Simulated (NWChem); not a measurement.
# triplet CH2N2: levels of theory compared

We compute a comparison of 3 runs (U-r2SCAN/def2-TZVP, UB3LYP/def2-TZVP, UPBE0/def2-TZVP) of triplet CH2N2. 

The results are computed with NWChem 7.3.0.

5 further runs of the same task are left out: 1 that didn't finish, 4 set aside as unsound or not needed. Runs told in other sessions of the task aren't counted.

**1. The system as given**

The species is CH2N2 (5 atoms), meant as a triplet with charge 0. SMILES of the parent species: `N=C=N`. The shape is that of a PBE0-D4/def2-TZVP optimisation. That shape belongs to the parent species and isn't relaxed for this state.

Bond lengths: N1–C2 1.217 Å, C2–N3 1.217 Å, N1–H4 1.010 Å, N3–H5 1.010 Å. Angles: N1–C2–N3 171.2°, C2–N1–H4 119.5°, C2–N3–H5 119.5°.

**2. A single-point energy at U-r2SCAN/def2-TZVP (run 1)**

run.py reads:

```python
from ase import Atoms
from ase.calculators.nwchem import NWChem

mol = Atoms('NCNHH', positions=[
    [-1.223010, -0.197100, -0.034990],
    [-0.008090, -0.139620, -0.075660],
    [1.197320, -0.245880, -0.204970],
    [-1.767940, 0.622550, -0.262140],
    [1.801730, -0.039940, 0.577760],
])

calc = NWChem(
    label='test',
    theory='dft',
    memory='2200 mb',
    basis='def2-TZVP',
    basispar='spherical bse',
    dft={'xc': 'r2scan', 'mult': '3', 'grid': 'fine', 'convergence': 'energy 1e-08', 'iterations': '100', 'mulliken': None, 'print': 'low'},
    task='energy',
)
mol.calc = calc

print("Total energy (eV):", round(mol.get_potential_energy(), 6))
```

The run is started by

```sh
$ export ASE_NWCHEM_COMMAND="nwchem PREFIX.nwi > PREFIX.nwo"
$ python run.py
```

What it wrote:

```text
Total energy (eV): -4042.232747
```

The calculator wrote test.nwi:

```
title "test"

permanent_dir test

scratch_dir test

start test

geometry units angstrom nocenter noautosym noautoz
  N  -1.2230099999999999e+00 -1.9710000000000000e-01 -3.4990000000000000e-02
  C  -8.0900000000000000e-03 -1.3961999999999999e-01 -7.5660000000000005e-02
  N  1.1973199999999999e+00 -2.4587999999999999e-01 -2.0497000000000001e-01
  H  -1.7679400000000001e+00 6.2255000000000005e-01 -2.6213999999999998e-01
  H  1.8017300000000001e+00 -3.9940000000000003e-02 5.7776000000000005e-01
end

memory 2200 mb

basis spherical bse noprint
   * library def2-TZVP
end

dft
  xc r2scan
  mult 3
  grid fine
  convergence energy 1e-08
  iterations 100
  mulliken
  print low
end

task dft energy
```

test.nwo:

```text
Northwest Computational Chemistry Package (NWChem) 7.3.0
             --------------------------------------------------------

           Job information
           ---------------

    nwchem branch   = 7.3.0
    use scalapack   = T
    input           = test.nwi
    prefix          = test.
    data base       = test/test.db
    status          = startup
    nproc           =        1

           Memory information
           ------------------

    heap     =     72089600 doubles =      550.0 Mbytes
    stack    =     72089597 doubles =      550.0 Mbytes
    global   =    144179200 doubles =     1100.0 Mbytes (distinct from heap & stack)
    total    =    288358397 doubles =     2200.0 Mbytes
    verify   = yes
    hardfail = no

           Directory information
           ---------------------

  0 permanent = test
  0 scratch   = test

                                NWChem Input Module
                                -------------------

                                       test
                                       ----

[... 25 lines left out ...]
            Nuclear Dipole moment (a.u.)
[... 77 lines left out ...]
   convergence    iter        energy       DeltaE   RMS-Dens  Diis-err    time
[... 13 lines left out ...]
         Total DFT energy =     -148.549314719960
      One electron energy =     -319.705912544144
           Coulomb energy =      130.697126390220
    Exchange-Corr. energy =      -19.920493242742
 Nuclear repulsion energy =       60.379964676706
[... 33 lines left out ...]
    Atom       Charge   Shell Charges
 -----------   ------   -------------------------------------------------------
    1 N    7     6.94   0.89  1.06  0.44  0.46  0.25  1.36  1.52  0.75  0.01  0.17  0.02
    2 C    6     6.43   0.91  1.03  0.36  0.32  0.15  1.18  1.25  0.52  0.06  0.53  0.11
    3 N    7     6.94   0.89  1.06  0.44  0.46  0.25  1.36  1.52  0.75  0.01  0.17  0.02
    4 H    1     0.84   0.25  0.35  0.14  0.12
    5 H    1     0.84   0.25  0.35  0.13  0.12

     ------------------------------------------
      Spin Density - Lowdin Population Analysis
     ------------------------------------------

    Atom       Charge   Shell Charges
 -----------   ------   -------------------------------------------------------
    1 N    7     0.66   0.00  0.00  0.02  0.02  0.01  0.25  0.21  0.07  0.00  0.08  0.01
    2 C    6     0.54   0.00  0.00  0.01  0.00  0.01  0.22  0.13  0.01  0.01  0.12  0.03
    3 N    7     0.66   0.00  0.00  0.02  0.02  0.01  0.25  0.21  0.07  0.00  0.08  0.01
    4 H    1     0.07   0.02  0.02  0.02  0.02
    5 H    1     0.07   0.02  0.02  0.01  0.02

     --------------------------
     Expectation value of S2:
     --------------------------
      <S2> =      2.0069 (Exact =     2.0000)

 Task  times  cpu:       26.8s     wall:       26.8s
 Total times  cpu:       26.9s     wall:       26.9s
```

It took 28 s on 1 thread of Intel Xeon 6975P-C (Granite Rapids), shared host; peak memory 0.12 GiB.

**3. A single-point energy at UB3LYP/def2-TZVP (run 2)**

m1.nw reads:

```
start m1
title "CH2N2 B3LYP"
memory stack 880 mb heap 220 mb global 1100 mb
geometry units angstrom noautosym nocenter noautoz
 N       -1.223010      -0.197100      -0.034990
 C       -0.008090      -0.139620      -0.075660
 N        1.197320      -0.245880      -0.204970
 H       -1.767940       0.622550      -0.262140
 H        1.801730      -0.039940       0.577760
end
basis "ao basis" spherical bse
 * library def2-TZVP
end
dft
 xc b3lyp
 mult 3
 grid fine
 convergence energy 1e-08
 maxiter 100
 mulliken
 print low
end
task dft energy
```

The run is started by

```sh
$ nwchem m1.nw > m1.out
```

What it wrote:

```text
[...]
 d= 0,ls=0.0,diis     1   -148.5745710514 -2.09D+02  2.51D-02  1.45D-01     1.8
[...]
 d= 0,ls=0.0,diis    13   -148.6333841920 -4.10D-09  1.18D-06  4.04D-10    21.1
[...]
         Total DFT energy =     -148.633384191976
      One electron energy =     -319.726868513716
           Coulomb energy =      130.714848781643
    Exchange-Corr. energy =      -20.001329136609
 Nuclear repulsion energy =       60.379964676707
[...]
      Total Density - Mulliken Population Analysis
     ---------------------------------------------
    Atom       Charge   Shell Charges
 -----------   ------   -------------------------------------------------------
    1 N    7     7.20   0.82  1.15  0.58  0.78  0.23  1.55  1.42  0.62  0.01  0.03  0.00
    2 C    6     6.02   0.85  1.11  0.55  0.44  0.06  1.40  1.17  0.31  0.04  0.06  0.02
    3 N    7     7.20   0.82  1.15  0.58  0.78  0.23  1.55  1.42  0.62  0.01  0.03  0.00
    4 H    1     0.79   0.27  0.40  0.08  0.04
    5 H    1     0.78   0.27  0.40  0.08  0.04
[...]
      <S2> =      2.0054 (Exact =     2.0000)
[...]
```

Run time: 22 s. Hardware: 1 thread of Intel Xeon 6975P-C (Granite Rapids), shared host; peak memory 0.12 GiB.

**4. The energy at UPBE0/def2-TZVP (run 3)**

ch2n2.nw reads:

```
START ch2n2
memory 2200 mb

GEOMETRY units angstrom noautosym nocenter noautoz
 N    -1.223010   -0.197100   -0.034990
 C    -0.008090   -0.139620   -0.075660
 N     1.197320   -0.245880   -0.204970
 H    -1.767940    0.622550   -0.262140
 H     1.801730   -0.039940    0.577760
END

BASIS spherical bse
 N library def2-TZVP
 C library def2-TZVP
 H library def2-TZVP
END

DFT
 xc pbe0
 mult 3
 grid fine
 convergence energy 1e-08
 iterations 100
 mulliken
 print low
END

TASK dft energy
```

The run is started by

```sh
$ nwchem ch2n2.nw > ch2n2.out
```

What it wrote:

```text
[...]
 d= 0,ls=0.0,diis     1   -148.4001196389 -2.09D+02  2.42D-02  1.13D-01     1.8
[...]
 d= 0,ls=0.0,diis    13   -148.4556543074 -2.18D-09  1.33D-06  4.78D-10    20.9
[...]
         Total DFT energy =     -148.455654307361
      One electron energy =     -319.700850381095
           Coulomb energy =      130.685397154511
    Exchange-Corr. energy =      -19.820165757483
 Nuclear repulsion energy =       60.379964676707
[...]
      Total Density - Mulliken Population Analysis
     ---------------------------------------------
    Atom       Charge   Shell Charges
 -----------   ------   -------------------------------------------------------
    1 N    7     7.23   0.82  1.15  0.56  0.83  0.19  1.53  1.50  0.60  0.01  0.04  0.00
    2 C    6     6.01   0.86  1.12  0.54  0.43  0.06  1.37  1.18  0.32  0.04  0.06  0.02
    3 N    7     7.23   0.82  1.15  0.56  0.83  0.19  1.53  1.50  0.60  0.01  0.04  0.00
    4 H    1     0.77   0.26  0.40  0.07  0.04
    5 H    1     0.77   0.26  0.40  0.07  0.04
[...]
      <S2> =      2.0058 (Exact =     2.0000)
[...]
```

Wall time 22 s (1 thread of Intel Xeon 6975P-C (Granite Rapids), shared host); peak memory 0.12 GiB.

**5. The series**

```
run               level  energy (Eh)   ⟨S²⟩  wall time
  1  U-r2SCAN/def2-TZVP  -148.549315  2.007       28 s
  2    UB3LYP/def2-TZVP  -148.633384  2.005       22 s
  3     UPBE0/def2-TZVP  -148.455654  2.006       22 s
```

**6. What came out**

| quantity | value |
| --- | --- |
| run 3: total energy | -148.45565 Eh |
| run 3: ⟨S²⟩ | 2.006 |

**Reading.** Totals of different functionals can't be ranked against each other. All runs together took 72 s, the longest 28 s.
